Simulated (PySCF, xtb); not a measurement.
Two isomers of C2H6S

Structure a: `CSC`, a singlet. Structure b: `CCS`, a singlet. Both are isolated molecules in the gas phase, relaxed with PBE0-D3(BJ)/def2-SVP; the shapes shown needn't be the lowest conformers.

a (Å):

```
atom    x (Å)    y (Å)    z (Å)
   C  -2.2713   0.0380   0.0252
   C   0.1491  -0.3985   1.2639
   S  -1.1473  -1.3172   0.4123
   H  -2.6417   0.5303   0.9380
   H  -1.7942   0.7863  -0.6268
   H  -3.1279  -0.3956  -0.5097
   H  -0.2338   0.0968   2.1698
   H   0.6138   0.3515   0.6049
   H   0.9177  -1.1254   1.5618
```

b (Å):

```yaml
atoms:
  - { symbol: C, position_ang: [-1.8132, 0.0166, 0.0723] }
  - { symbol: C, position_ang: [-0.9861, -0.2962, 1.3035] }
  - { symbol: S, position_ang: [0.6212, -1.0756, 0.9501] }
  - { symbol: H, position_ang: [-1.9832, -0.8887, -0.5289] }
  - { symbol: H, position_ang: [-1.3077, 0.7547, -0.5700] }
  - { symbol: H, position_ang: [-2.7923, 0.4354, 0.3564] }
  - { symbol: H, position_ang: [-1.5002, -1.0291, 1.9451] }
  - { symbol: H, position_ang: [-0.8250, 0.6010, 1.9208] }
  - { symbol: H, position_ang: [1.1522, -0.0349, 0.2715] }
```

Task: Which of the two would you expect CCSD(T)/def2-SVP + ΔMP2/def2-TZVPP electronic energies to favour?

Result: Structure b; the calculation gives E(b) − E(a) = −8.8 kJ/mol.

The same difference at several levels:

```
                             level              geometry  E(b) − E(a) (kJ/mol)  departure from the last row (kJ/mol)  job, with rough time for the two
                          GFN2-xTB              GFN2-xTB                   −17.6                                  −8.9              optimisation, 0.11 s
                         HF/STO-3G              GFN2-xTB                   +16.8                                 +25.5                 single point, 2 s
                r2SCAN-D4/def2-SVP              GFN2-xTB                   −13.7                                  −4.9                single point, 20 s
              PBE0-D3(BJ)/def2-SVP  PBE0-D3(BJ)/def2-SVP                   −13.9                                  −5.1             optimisation, 2.4 min
                       HF/def2-SVP  PBE0-D3(BJ)/def2-SVP                   −17.2                                  −8.4           part of the CCSD(T) run
                      MP2/def2-SVP  PBE0-D3(BJ)/def2-SVP                   −19.5                                 −10.7           part of the CCSD(T) run
                  CCSD(T)/def2-SVP  PBE0-D3(BJ)/def2-SVP                   −20.5                                 −11.8                      single point
CCSD(T)/def2-SVP + ΔMP2/def2-TZVPP  PBE0-D3(BJ)/def2-SVP                    −8.8                                                      single point, 50 s
```

As drawn, b has 1 C–C, 1 S–H in place of 1 C–S, 1 C–H.

HF/STO-3G puts the two in the other order. The largest departure from CCSD(T)/def2-SVP + ΔMP2/def2-TZVPP is that of HF/STO-3G, 25.5 kJ/mol. No reliable frequencies are at hand for a or b, so they aren't confirmed as minima. The last row adds to CCSD(T) the change of the MP2 difference between the two basis sets, here +11.8 kJ/mol.

The correlated steps freeze 7 core orbitals. Codes used: PySCF 2.14.0, xtb 6.7.1; the last row on 2 threads of Arm Neoverse N1 on a shared host.
